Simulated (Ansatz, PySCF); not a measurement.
This PySCF input computes a r2SCAN/def2-TZVPD energy:

```python
from pyscf import gto, scf, dft

mol = gto.M(
    atom='''
    C    -0.93142677   -0.09091136    0.00145351
    O    -0.72481975   -1.27177619   -0.01909734
    O     0.00102861    0.86771547    0.01461126
    H    -1.92588670    0.37448781    0.01247871
    C     1.36673924    0.41140192    0.00254944
    H     1.97490570    1.31077974    0.01574845
    H     1.56756136   -0.20280897    0.87923757
    H     1.56187403   -0.17291625   -0.89559380
    ''',
    basis='def2-tzvpd',
    charge=0,
    spin=0,
    verbose=4,
)

mf = dft.RKS(mol, xc='r2scan').density_fit(auxbasis='def2-universal-jkfit')
mf.grids.level = 4
mf.conv_tol = 1e-9
mf.max_cycle = 100
mf.max_memory = 1500
mf.kernel()
if not mf.converged:
    mf = mf.newton()
    mf.kernel(mf.make_rdm1())
mf.analyze()
```

Problem. Write an input for the same energy in Ansatz (a quantum-chemistry and plane-wave program) and say what it gives.

Solution. 
Ansatz 0.2 input:
```yaml
crystal:
  periodic: [false, false, false]
  atoms:
    - {symbol: C, position_ang: [-0.93142677, -0.09091136, 0.00145351]}
    - {symbol: O, position_ang: [-0.72481975, -1.27177619, -0.01909734]}
    - {symbol: O, position_ang: [0.00102861, 0.86771547, 0.01461126]}
    - {symbol: H, position_ang: [-1.92588670, 0.37448781, 0.01247871]}
    - {symbol: C, position_ang: [1.36673924, 0.41140192, 0.00254944]}
    - {symbol: H, position_ang: [1.97490570, 1.31077974, 0.01574845]}
    - {symbol: H, position_ang: [1.56756136, -0.20280897, 0.87923757]}
    - {symbol: H, position_ang: [1.56187403, -0.17291625, -0.89559380]}
basis:
  gaussian:
    orbitals: def2-TZVPD
hamiltonian:
  xc: {name: r2SCAN}
output: {forces: true}
```
It gives -229.04016 Eh, and PySCF -229.04025 Eh, a difference of 0.09 mEh, from the treatment of integrals and grids.
